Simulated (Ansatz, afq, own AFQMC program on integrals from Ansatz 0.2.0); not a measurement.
Integrals from Ansatz 0.2.0, then the random walk in our own AFQMC program (afq).

```yaml
crystal:
  periodic: [false, false, false]
  atoms:
    - {symbol: Br, position_ang: [0.000000, 0.000000, 0.000000]}
    - {symbol: Li, position_ang: [0.000000, 0.000000, 2.512400]}
basis:
  gaussian: {orbitals: 6-31G}
total_charge: 1
magnetization: {spin_polarized: true, initial_magnetization: 3}
correlation: {method: ccsd_t, electrons: outside_noble_gas, hamiltonian_folder: ham}
```

```sh
$ ansatz run in.yaml --threads 1 --pin off --events-out ev --progress --plain --max-ram 1843MiB
```

Options of the walk:

```
--method free --trial cid --walkers 20 --time-step 0.05 --max-blocks 30 --target-error 0.00064 --factor-cut 1e-05 --seed 8346 --times 0.0,0.5,1.0,2.0,3.0,4.0 --taylor-order 8
```

Times are imaginary, in 1/Eh. The walk had a cap of 212 s. Filled inner d shells are frozen with the cores.

Output of the walk:

```
orbitals 23  electrons 5 2  factors 153 of 385
reference energy -2579.03181241 Eh
CCSD correlation -0.02522155 Eh in 10 cycles, weight of the determinant in the CISD state 0.9806
repeat  energy at the last time / Eh  error
    10  -2579.057331  0.000090
    20  -2579.057435  0.000078
    30  -2579.057450  0.000059
time / (1/Eh)  energy / Eh  error  mean overlap
  0.00  -2579.057042  0.000007  1.0180
  0.50  -2579.057309  0.000024  1.0306
  1.00  -2579.057328  0.000039  1.0304
  2.00  -2579.057386  0.000052  1.0251
  3.00  -2579.057384  0.000057  1.0283
  4.00  -2579.057450  0.000059  1.0054
energy -2579.057450 +/- 0.000059 Eh
```

The run passed its tests (error under three times the target), which doesn't prove that it has relaxed.

Against this walk (error 1.6 meV) on the same determinant: CCSD(T) 3.3 meV higher, CCSDT(Q) 1.3 meV higher (within the noise), full CI 1.3 meV higher (within the noise). The error is statistical, and a free projection of finite length keeps a remainder of its start.

Cautions: remainder of the start not in the error; no relativity below Rb; no spin-orbit coupling; inner d shell frozen; another spin lies lower (by 7.12 eV); so few walkers bias the energy; the time-step error isn't removed.

The walk took 5.2 s on 1 thread of Arm Neoverse V1, with other jobs on the host. The log's last line is the free-projection energy.

CCSDT and higher add their correlation energy to the determinant of the CCSD(T) run, since their own runs factorise the integrals more tightly (a shift of under 2 meV). A walk keeps the symmetry of its determinant, which the program's search chose and which needn't be the lowest solution, so a lower state of the same spin and another symmetry isn't excluded.
